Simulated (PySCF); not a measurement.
## Worked example: correlation energy of NaCl, singlet

Geometry: MP2(full)/6-31G*, from the G2/97 set.

| atom | x (Å) | y (Å) | z (Å) |
| --- | --- | --- | --- |
| Na | 0.0000 | 0.0000 | 0.0000 |
| Cl | 0.0000 | 0.0000 | 2.3910 |

Basis cc-pVTZ; PySCF 2.14.0. Only valence electrons are correlated (noble-gas cores frozen), which leaves 8 electrons in 58 orbitals. R marks a restricted (for open shells ROHF) determinant. The metal's outer-core shells are frozen, which leaves out core–valence correlation.

Full CI isn't at hand for all of this; RCCSDT(Q) serves as the reference, and is uncertain by about the last step of the cluster series.

```json
{"level": "RHF", "total energy (hartree)": "-621.453783"}
{"level": "RMP2", "total energy (hartree)": "-621.654671"}
{"level": "RCCSD", "total energy (hartree)": "-621.670577"}
{"level": "RCCSD(T)", "total energy (hartree)": "-621.678696"}
{"level": "RCCSDT", "total energy (hartree)": "-621.679109"}
{"level": "RCCSDT(Q)", "total energy (hartree)": "-621.679438"}
```

What is the correlation energy at RCCSDT(Q), and what share of it do RMP2 and RCCSD(T) recover?

E(corr) = -621.679438 − (-621.453783) = -0.225655 hartree = -6.140 eV. RMP2: -0.200888 / -0.225655 = 89.02 %. RCCSD(T): -0.224913 / -0.225655 = 99.67 %.

By how many kcal/mol does RCCSD(T) miss RCCSDT(Q) (1 hartree = 627.509 kcal/mol), and which steps make up the rest?

-621.678696 − (-621.679438) = 0.000742 hartree = 0.47 kcal/mol. Steps: RCCSDT − RCCSD(T) = -0.26, RCCSDT(Q) − RCCSDT = -0.21 kcal/mol. That is within 1 kcal/mol of the reference in this basis, which itself misses far more of the correlation at the basis-set limit.
